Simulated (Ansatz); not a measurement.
Results of revPBE in Ansatz (plane waves, PAW) for rock-salt ZrC.

Numerical settings: plane-wave cutoff 520 eV, 16×16×16 k mesh, Fermi–Dirac smearing 0.1 eV, perturbation theory, scalar-relativistic PAW data made under PBE.

Cell (relaxed at this level):

Space group Fm-3m (No. 225); a = b = c = 4.7261 Å, α = β = γ = 90.00°

```
atom  site  symmetry       x       y       z
----  ----  --------  ------  ------  ------
Zr      4a      m-3m  0.0000  0.0000  0.0000
C       4b      m-3m  0.5000  0.5000  0.5000
```
(The calculation used a cell of 2 atoms; values per cell refer to that cell.)

### Question
Estimate the zone-centre TO phonon frequency that the calculation returns.

### Answer

- zone-centre TO phonon frequency = 412 cm⁻¹

It cost roughly 12 core-minutes of CPU time.

Ansatz is a first-principles code.
